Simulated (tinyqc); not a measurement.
Inside a calculation (part 2 of 2). Method: UHF in the sto-3g basis, for LiH, spin multiplicity 1. This run ends on a higher stationary point, not on the lowest solution. Computed by tinyqc, a small Python program that keeps every step (integrals from PySCF). Command: `OMP_NUM_THREADS=1 python tinyqc.py 30631 30632 out.jsonl` (the two numbers bound the seeds that draw the settings). One thread of a shared host (Intel(R) Xeon(R) Processor @ 2.60GHz), about 0.1 s of CPU time with the checks.

Geometry (angstrom):

| atom | x | y | z |
|---|---|---|---|
| Li | 0.0000 | 0.0000 | 0.0000 |
| H | 0.0000 | 0.0000 | 3.0260 |

## Iteration 3: diagonalisation and new density

extrapolated F(alpha) (hartree), lower triangle:
```
          1Li 1s   1Li 2s  1Li 2px  1Li 2py  1Li 2pz    2H 1s
1Li 1s   -2.4025
1Li 2s   -0.6504  -0.1979
1Li 2px   0.0000  -0.0068   0.1428
1Li 2py   0.0002  -0.0401   0.0017   0.1525
1Li 2pz   0.0140  -0.0283  -0.0027  -0.0158   0.0837
2H 1s    -0.0048  -0.1312  -0.0044  -0.0256  -0.1407  -0.0202
```

extrapolated F(beta) (hartree), lower triangle:
```
          1Li 1s   1Li 2s  1Li 2px  1Li 2py  1Li 2pz    2H 1s
1Li 1s   -2.4025
1Li 2s   -0.6504  -0.1979
1Li 2px   0.0000   0.0068   0.1428
1Li 2py  -0.0002   0.0401   0.0017   0.1525
1Li 2pz   0.0140  -0.0283   0.0027   0.0158   0.0837
2H 1s    -0.0048  -0.1312   0.0044   0.0256  -0.1407  -0.0202
```

X, lower triangle:
```
          1Li 1s   1Li 2s  1Li 2px  1Li 2py  1Li 2pz   2H 1s
1Li 1s    1.0230
1Li 2s   -0.1263   1.0289
1Li 2px   0.0000   0.0000   1.0000
1Li 2py   0.0000   0.0000   0.0000   1.0000
1Li 2pz  -0.0017   0.0092   0.0000   0.0000   1.0137
2H 1s     0.0108  -0.0643   0.0000   0.0000  -0.0969  1.0196
```

Diagonalise F' = X^T F X, C = X C', fill 2 alpha and 2 beta electrons from the bottom; D(s) = C_occ C_occ^T. Each column has its largest component positive (the first on a tie).

F' = X^T F X (alpha) (hartree), lower triangle:
```
         1        2        3        4        5       6
1  -2.3492
2  -0.3608  -0.0620
3   0.0008  -0.0068   0.1428
4   0.0050  -0.0397   0.0017   0.1525
5   0.0135  -0.0088  -0.0024  -0.0139   0.1131
6   0.0259  -0.1317  -0.0037  -0.0220  -0.1530  0.0241
```

orbital energies (alpha) (hartree): MO1 -2.4048, MO2 -0.1803, MO3 0.0514, MO4 0.1425, MO5 0.1605, MO6 0.2521

coefficients C (alpha):
```
             MO1      MO2      MO3      MO4      MO5      MO6
1Li 1s    0.9919  -0.1551  -0.2093   0.0000   0.0427  -0.0955
1Li 2s    0.0317   0.5709   0.7651   0.0000  -0.1556   0.3771
1Li 2px   0.0001   0.0226   0.0233   0.9858   0.1639  -0.0140
1Li 2py   0.0004   0.1331   0.1372  -0.1677   0.9636  -0.0824
1Li 2pz  -0.0051   0.3332  -0.5729   0.0000   0.1011   0.7666
2H 1s    -0.0012   0.6310  -0.3015   0.0000  -0.1078  -0.7433
```

F' = X^T F X (beta) (hartree), lower triangle:
```
         1        2       3       4        5       6
1  -2.3492
2  -0.3608  -0.0620
3  -0.0008   0.0068  0.1428
4  -0.0050   0.0397  0.0017  0.1525
5   0.0135  -0.0088  0.0024  0.0139   0.1131
6   0.0259  -0.1317  0.0037  0.0220  -0.1530  0.0241
```

orbital energies (beta) (hartree): MO1 -2.4048, MO2 -0.1803, MO3 0.0514, MO4 0.1425, MO5 0.1605, MO6 0.2521

coefficients C (beta):
```
             MO1      MO2      MO3      MO4      MO5      MO6
1Li 1s    0.9919  -0.1551  -0.2093   0.0000  -0.0427  -0.0955
1Li 2s    0.0317   0.5709   0.7651   0.0000   0.1556   0.3771
1Li 2px  -0.0001  -0.0226  -0.0233   0.9858   0.1639   0.0140
1Li 2py  -0.0004  -0.1331  -0.1372  -0.1677   0.9636   0.0824
1Li 2pz  -0.0051   0.3332  -0.5729   0.0000  -0.1011   0.7666
2H 1s    -0.0012   0.6310  -0.3015   0.0000   0.1078  -0.7433
```

D(alpha) after iteration 3, lower triangle:
```
          1Li 1s  1Li 2s  1Li 2px  1Li 2py  1Li 2pz   2H 1s
1Li 1s    1.0079
1Li 2s   -0.0571  0.3269
1Li 2px  -0.0034  0.0129   0.0005
1Li 2py  -0.0203  0.0760   0.0030   0.0177
1Li 2pz  -0.0567  0.1901   0.0075   0.0444   0.1111
2H 1s    -0.0991  0.3602   0.0143   0.0840   0.2103  0.3982
```

D(beta) after iteration 3, lower triangle:
```
          1Li 1s   1Li 2s  1Li 2px  1Li 2py  1Li 2pz   2H 1s
1Li 1s    1.0079
1Li 2s   -0.0571   0.3269
1Li 2px   0.0034  -0.0129   0.0005
1Li 2py   0.0203  -0.0760   0.0030   0.0177
1Li 2pz  -0.0567   0.1901  -0.0075  -0.0444   0.1111
2H 1s    -0.0991   0.3602  -0.0143  -0.0840   0.2103  0.3982
```

## Iteration 11 (converged): orbitals

converged F(alpha) (hartree), lower triangle:
```
          1Li 1s   1Li 2s  1Li 2px  1Li 2py  1Li 2pz    2H 1s
1Li 1s   -2.3817
1Li 2s   -0.6456  -0.2039
1Li 2px   0.0000   0.0000   0.1509
1Li 2py   0.0000   0.0000   0.0000   0.1509
1Li 2pz   0.0111  -0.0269   0.0000   0.0000   0.1108
2H 1s    -0.0042  -0.1268   0.0000   0.0000  -0.1213  -0.0475
```

converged F(beta) (hartree), lower triangle:
```
          1Li 1s   1Li 2s  1Li 2px  1Li 2py  1Li 2pz    2H 1s
1Li 1s   -2.3817
1Li 2s   -0.6456  -0.2039
1Li 2px   0.0000   0.0000   0.1509
1Li 2py   0.0000   0.0000   0.0000   0.1509
1Li 2pz   0.0111  -0.0269   0.0000   0.0000   0.1108
2H 1s    -0.0042  -0.1268   0.0000   0.0000  -0.1213  -0.0475
```

As before.

F' = X^T F X (alpha) (hartree), lower triangle:
```
         1        2       3       4        5        6
1  -2.3288
2  -0.3575  -0.0699
3   0.0000   0.0000  0.1509
4   0.0000   0.0000  0.0000  0.1509
5   0.0105  -0.0086  0.0000  0.0000   0.1370
6   0.0257  -0.1247  0.0000  0.0000  -0.1328  -0.0084
```

orbital energies (alpha) (hartree): MO1 -2.3841, MO2 -0.1739, MO3 0.0568, MO4 0.1509, MO5 0.1509, MO6 0.2311

coefficients C (alpha):
```
             MO1      MO2      MO3     MO4      MO5      MO6
1Li 1s    0.9917  -0.1584  -0.2180  0.0000   0.0000  -0.0803
1Li 2s    0.0322   0.5800   0.8006  0.0000   0.0000   0.3168
1Li 2px   0.0000   0.0000   0.0000  0.1684   0.9857   0.0000
1Li 2py   0.0000   0.0000   0.0000  0.9857  -0.1684   0.0000
1Li 2pz  -0.0038   0.2697  -0.4986  0.0000   0.0000   0.8460
2H 1s    -0.0017   0.6701  -0.3858  0.0000   0.0000  -0.6748
```

F' = X^T F X (beta) (hartree), lower triangle:
```
         1        2       3       4        5        6
1  -2.3288
2  -0.3575  -0.0699
3   0.0000   0.0000  0.1509
4   0.0000   0.0000  0.0000  0.1509
5   0.0105  -0.0086  0.0000  0.0000   0.1370
6   0.0257  -0.1247  0.0000  0.0000  -0.1328  -0.0084
```

orbital energies (beta) (hartree): MO1 -2.3841, MO2 -0.1739, MO3 0.0568, MO4 0.1509, MO5 0.1509, MO6 0.2311

coefficients C (beta):
```
             MO1      MO2      MO3     MO4      MO5      MO6
1Li 1s    0.9917  -0.1584  -0.2180  0.0000   0.0000  -0.0803
1Li 2s    0.0322   0.5800   0.8006  0.0000   0.0000   0.3168
1Li 2px   0.0000   0.0000   0.0000  0.1687   0.9857   0.0000
1Li 2py   0.0000   0.0000   0.0000  0.9857  -0.1687   0.0000
1Li 2pz  -0.0038   0.2697  -0.4986  0.0000   0.0000   0.8460
2H 1s    -0.0017   0.6701  -0.3858  0.0000   0.0000  -0.6748
```

D(alpha) after iteration 11, lower triangle:
```
          1Li 1s  1Li 2s  1Li 2px  1Li 2py  1Li 2pz   2H 1s
1Li 1s    1.0086
1Li 2s   -0.0599  0.3375
1Li 2px   0.0000  0.0000   0.0000
1Li 2py   0.0000  0.0000   0.0000   0.0000
1Li 2pz  -0.0465  0.1563   0.0000   0.0000   0.0728
2H 1s    -0.1078  0.3886   0.0000   0.0000   0.1807  0.4490
```

D(beta) after iteration 11, lower triangle:
```
          1Li 1s  1Li 2s  1Li 2px  1Li 2py  1Li 2pz   2H 1s
1Li 1s    1.0086
1Li 2s   -0.0599  0.3375
1Li 2px   0.0000  0.0000   0.0000
1Li 2py   0.0000  0.0000   0.0000   0.0000
1Li 2pz  -0.0465  0.1563   0.0000   0.0000   0.0728
2H 1s    -0.1078  0.3886   0.0000   0.0000   0.1807  0.4490
```

Within a degenerate level the vectors are fixed only up to a rotation; this is one choice.

## Convergence

Stop when the energy changes by less than 1e-09 hartree and every element of the error matrix X^T (F D S - S D F) X (for each spin) is below 9e-06.

Course of the cycle:

| iteration | E (hartree) | change | largest element of the error matrix |
|---|---|---|---|
| 1 | -7.517116 | - | 1.18e-01 |
| 2 | -7.643028 | -1.26e-01 | 5.80e-02 |
| 3 | -7.686294 | -4.33e-02 | 2.16e-02 |
| 4 | -7.701584 | -1.53e-02 | 1.81e-02 |
| 5 | -7.705810 | -4.23e-03 | 8.05e-03 |
| 6 | -7.707786 | -1.98e-03 | 3.11e-03 |
| 7 | -7.707865 | -7.86e-05 | 3.05e-03 |
| 8 | -7.707935 | -7.00e-05 | 6.40e-04 |
| 9 | -7.707939 | -3.97e-06 | 5.72e-05 |
| 10 | -7.707939 | -2.77e-08 | 1.28e-06 |
| 11 | -7.707939 | -2.02e-11 | 4.93e-08 |

PySCF UHF in the same basis, after a stability check = -7.787760 hartree

Converged in 11 iterations. But the solution lies 0.07982 hartree above the reference: it is another stationary point, not the lowest one. Reruns (cap 100 unless said): DIIS 8: converged in 12 to a higher stationary point; damping 0.5: converged in 58 to a higher stationary point; level shift 0.5: converged in 74 to a higher stationary point; atomic densities as start, DIIS 8: converged in 9 to a higher stationary point.

## Populations, bond orders and dipole

overlap S, lower triangle:
```
         1Li 1s  1Li 2s  1Li 2px  1Li 2py  1Li 2pz   2H 1s
1Li 1s   1.0000
1Li 2s   0.2411  1.0000
1Li 2px  0.0000  0.0000   1.0000
1Li 2py  0.0000  0.0000   0.0000   1.0000
1Li 2pz  0.0000  0.0000   0.0000   0.0000   1.0000
2H 1s    0.0018  0.1203   0.0000   0.0000   0.1877  1.0000
```

Mulliken: Z minus the diagonal of D S on the atom; Loewdin: the same with S^(1/2) D S^(1/2); Mayer order: 2 sum_s sum (D(s) S)_ij (D(s) S)_ji over the two atoms.

Charges (e):

| atom | Mulliken | Loewdin | Mulliken spin |
|---|---|---|---|
| 1Li | 0.0591 | 0.0574 | 0 |
| 2H | -0.0591 | -0.0574 | 0 |

Mayer bond orders:

| pair | order |
|---|---|
| 2-1 | 0.9965 |

dipole moment about the origin, x y z (debye): 0.0000  0.0000  -5.1033

<S^2> of the determinant (pure state: 0) = 0
